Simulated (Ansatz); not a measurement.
A nudged elastic band was laid between two geometries of AlH$_{3}$O$_{2}$ (6 atoms, charge 0, multiplicity 1).

Computed with UKS PBE-D4/def2-SVP in Ansatz.

| Item | Value |
| --- | --- |
| movable images | 5 |
| climbing image | yes |
| spring | 5.0 eV/Å² |
| optimiser | quadratic models (default) |
| start path | through a guess of the saddle point |
| force threshold | 0.05 eV/Å |
| iteration limit | 60 |
| end points | relaxed |

Initial state:

```xyz
6
Properties=species:S:1:pos:R:3
Al -0.463 0.329 -0.100
O 0.844 1.052 0.744
O -0.514 -1.287 -0.673
H 0.176 -1.961 -0.587
H -1.728 1.230 -0.373
H 1.685 0.637 0.989
```

Final state:

```xyz
6
Properties=species:S:1:pos:R:3
Al -0.361 0.215 -0.092
O 1.133 0.528 0.697
O -0.627 -1.346 -0.745
H 0.029 -2.058 -0.688
H -1.527 1.276 -0.265
H 1.353 1.385 1.092
```

Question: Which bonds break or form, and what moves?

Answer: No bond is made or broken.

Question: Give the energies along the band, and the barrier.

Answer: It converged. The highest image is number 3 of 0 to 6, 8.2 kJ/mol above the first end and 10.0 kJ/mol above the last; the last end lies 1.8 kJ/mol below the first. A vibrational analysis at the climbing image gives one clearly imaginary mode, 342i cm⁻¹: a first-order saddle point.

```csv
image,path coordinate (Å),energy (kJ/mol)
0,0.00,0.0
1,0.23,1.8
2,0.45,5.9
3,0.68,8.2
4,0.92,5.4
5,1.17,0.4
6,1.42,-1.8
```

Question: What is the geometry of the highest image?

Answer: 
```xyz
6
Properties=species:S:1:pos:R:3
Al -0.431 0.265 -0.124
O 1.030 0.902 0.477
O -0.565 -1.353 -0.681
H 0.181 -1.973 -0.673
H -1.723 1.158 -0.306
H 1.508 1.002 1.307
```

Question: What are the harmonic wavenumbers there?

Answer: 342i, 230, 253, 379, 495, 578, 692, 782, 919, 1951, 3808, 3910 cm⁻¹.

Time of the run: 6.3 min on 2 threads of Intel(R) Xeon(R) Processor @ 2.50GHz (Skylake/Cascade Lake), on a shared host, peak memory 0.14 GiB.
